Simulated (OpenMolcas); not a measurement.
A ladder of methods for CH4Si (SMILES C=[SiH2])

The species is CH4Si (6 atoms), meant as a singlet with charge 0. SMILES: `C=[SiH2]`. The shape is that of a GFN2-xTB optimisation.

```xyz
6

C    -0.7387   -0.5472   -0.2651
Si    0.6113    0.4518    0.2183
H    -1.4085   -0.9966    0.4481
H    -0.9629   -0.7582   -1.2967
H     0.9530    0.7660    1.6007
H     1.5459    1.0842   -0.7053
```

Quantity: the vertical energy of the triplet above the singlet, in eV. The values are calculated.

| level | kind | program | value (eV) | less FCI/STO-3G | CPU time (all runs) |
| --- | --- | --- | --- | --- | --- |
| HF/STO-3G | Hartree–Fock | OpenMolcas | 1.16 | -1.82 | 3.4 s |
| SVWN5/STO-3G | LDA | OpenMolcas | 3.47 | +0.49 | 10 s |
| PBE/STO-3G | GGA | OpenMolcas | 3.14 | +0.16 | 13 s |
| r2SCAN/STO-3G | meta-GGA | OpenMolcas | 2.75 | -0.23 | 18 s |
| PBE0/STO-3G | global hybrid | OpenMolcas | 2.73 | -0.25 | 12 s |
| CASPT2(2,2)/STO-3G | multireference | OpenMolcas | 3.04 | +0.06 | 3.5 s |
| MRCI(2,2)/STO-3G | multireference | OpenMolcas | 2.97 | -0.01 | 3.7 s |
| CCSD(T)/STO-3G, open shells restricted | coupled cluster or CI | OpenMolcas | 2.97 | -0.01 | 4.8 s |
| FCI/STO-3G, open shells restricted | exact in the basis | OpenMolcas | 2.98 | 0.00 | 98 s |

FCI/STO-3G, open shells restricted is exact within its basis and frozen core, so for wave-function methods in that basis the difference is their error; functionals converge differently with the basis, so for them it is only a difference. The values span 1.16 to 3.47 eV. All rows use very small basis sets, so even the best lies far from the true value. CPU times are rough (shared hosts, several kinds of processor): they show what a rung costs within a factor of a few.
